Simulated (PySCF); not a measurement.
Problem. Write a Z-matrix for cyclopropanecarboxylic acid, `O=C(O)C1CC1` as optimised with PBE0-D3(BJ)/def2-TZVP.

Solution. 
Z-matrix in Å and degrees, rows numbered from 1:
```
O 
C   1  1.2042
O   2  1.3447  1  122.48
C   2  1.4734  1  125.46  3  -179.96
C   4  1.5098  2  116.64  1    34.82
C   5  1.4805  4   60.54  2  -106.67
H   3  0.9675  2  106.27  1    -0.07
H   4  1.0811  2  115.84  1  -178.92
H   5  1.0822  4  115.82  6   108.34
H   5  1.0820  4  116.55  6  -109.93
H   6  1.0822  4  115.88  5  -108.42
H   6  1.0820  4  116.56  5   109.85
```

The C–C distances run from 1.473 Å (C2–C4, drawn single) to 1.510 Å (C4–C5, drawn single), a spread of 0.037 Å. O3 (acid hydroxyl oxygen) is bent (angle 106.3°). The C–O distances run from 1.204 Å (O1=C2, drawn double) to 1.345 Å (C2–O3, drawn single), a spread of 0.141 Å. Of the pairs four or more bonds apart, O1···H11 is among the closest relative to their van der Waals radii: 2.65 Å, 97 % of the sum of Bondi's values.

Theory: PySCF, PBE0-D3(BJ)/def2-TZVP geometry optimisation, gas phase.

Point group: Cs (every atom within 0.08 Å of its image). Stationary, but not proved a minimum. One conformer, not necessarily the lowest (O1–C2–O3–H 0°, O1–C2–C4–C5 35°).
